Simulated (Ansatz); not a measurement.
## A saddle search, step by step

BSiH7O, closed shell, HF/def2-SVP (Ansatz 0.2.0). Settings; a guess of the unstable mode was typed too, and convergence needs a confirmed negative curvature besides the force tolerance:

```yaml
hamiltonian: {xc: hf}
saddle:
  f_tol: 0.1
  max_steps: 40
```

Start:

B1  (-0.882, 0.529, -0.871)
H2  (-0.246, 1.496, -1.394)
H3  (-0.681, -0.485, -1.481)
H4  (-2.005, 0.886, -0.791)
H5  (0.113, 1.253, -0.474)
O6  (-0.121, 0.552, 0.491)
Si7  (0.696, -0.765, 1.028)
H8  (1.277, -0.320, 2.418)
H9  (-0.308, -2.047, 1.106)
H10  (1.825, -1.005, 0.087)
(Å)

```json
{"step": "1", "energy less the last (meV)": "494.9", "largest force component (eV/Å)": "1.791"}
{"step": "2", "energy less the last (meV)": "77.3", "largest force component (eV/Å)": "0.805"}
{"step": "3", "energy less the last (meV)": "81.1", "largest force component (eV/Å)": "0.861"}
{"step": "4", "energy less the last (meV)": "24.4", "largest force component (eV/Å)": "0.267"}
{"step": "5", "energy less the last (meV)": "19.9", "largest force component (eV/Å)": "0.207"}
{"step": "6", "energy less the last (meV)": "14.6", "largest force component (eV/Å)": "0.066"}
{"step": "7", "energy less the last (meV)": "2.6", "largest force component (eV/Å)": "0.070"}
{"step": "8", "energy less the last (meV)": "0.8", "largest force component (eV/Å)": "0.021"}
{"step": "9", "energy less the last (meV)": "0.3", "largest force component (eV/Å)": "0.011"}
{"step": "10", "energy less the last (meV)": "0.2", "largest force component (eV/Å)": "0.008"}
{"step": "11", "energy less the last (meV)": "0.0", "largest force component (eV/Å)": "0.015"}
```

Step 3, positions (Å) and forces (eV/Å):

| atom | x | y | z | Fx | Fy | Fz |
| --- | --- | --- | --- | --- | --- | --- |
| B1 | -0.941 | 0.504 | -0.883 | -0.317 | -0.006 | -0.479 |
| H2 | -0.236 | 1.505 | -1.456 | 0.232 | -0.197 | 0.822 |
| H3 | -0.695 | -0.474 | -1.547 | -0.043 | 0.021 | 0.138 |
| H4 | -2.072 | 0.901 | -0.795 | 0.084 | -0.084 | 0.097 |
| H5 | 0.143 | 1.300 | -0.434 | -0.215 | -0.212 | 0.119 |
| O6 | -0.153 | 0.533 | 0.483 | 0.157 | 0.788 | -0.861 |
| Si7 | 0.719 | -0.761 | 1.065 | 0.482 | 0.071 | -0.104 |
| H8 | 1.241 | -0.448 | 2.394 | 0.107 | 0.193 | 0.212 |
| H9 | -0.171 | -1.889 | 1.147 | -0.499 | -0.650 | 0.043 |
| H10 | 1.833 | -1.076 | 0.144 | 0.014 | 0.076 | 0.013 |

Step 7, positions (Å) and forces (eV/Å):

```tsv
atom	x	y	z	Fx	Fy	Fz
B1	-0.966	0.518	-0.924	0.010	-0.055	-0.029
H2	-0.240	1.561	-1.387	-0.018	0.007	0.051
H3	-0.742	-0.412	-1.658	-0.029	0.063	0.045
H4	-2.087	0.906	-0.752	0.048	-0.023	-0.007
H5	0.130	1.296	-0.466	0.007	-0.031	-0.002
O6	-0.116	0.475	0.403	0.045	-0.057	-0.020
Si7	0.739	-0.793	1.079	-0.054	0.070	-0.019
H8	1.229	-0.358	2.402	-0.010	-0.010	-0.039
H9	-0.163	-1.957	1.212	0.016	0.033	-0.001
H10	1.885	-1.141	0.209	-0.014	0.004	0.021
```

Step 9, positions (Å) and forces (eV/Å):

```tsv
atom	x	y	z	Fx	Fy	Fz
B1	-0.962	0.519	-0.936	-0.005	-0.002	-0.006
H2	-0.277	1.601	-1.368	0.001	-0.009	0.011
H3	-0.729	-0.375	-1.707	0.000	0.010	0.009
H4	-2.090	0.866	-0.730	0.010	-0.003	-0.004
H5	0.128	1.306	-0.472	-0.005	0.002	-0.004
O6	-0.089	0.456	0.371	0.005	-0.007	-0.001
Si7	0.743	-0.802	1.084	-0.005	0.007	-0.006
H8	1.233	-0.336	2.395	0.002	-0.001	-0.002
H9	-0.177	-1.945	1.247	0.001	0.003	0.001
H10	1.889	-1.195	0.235	-0.005	0.001	0.001
```

Last step (11):

B1  (-0.952, 0.516, -0.947)
H2  (-0.284, 1.623, -1.343)
H3  (-0.682, -0.357, -1.729)
H4  (-2.092, 0.833, -0.758)
H5  (0.110, 1.319, -0.445)
O6  (-0.104, 0.448, 0.377)
Si7  (0.737, -0.805, 1.086)
H8  (1.275, -0.321, 2.372)
H9  (-0.191, -1.934, 1.299)
H10  (1.851, -1.227, 0.207)
(Å)

Hardware: 2 CPU threads of an Arm Neoverse V2, shared host. Wall time about 42 s.
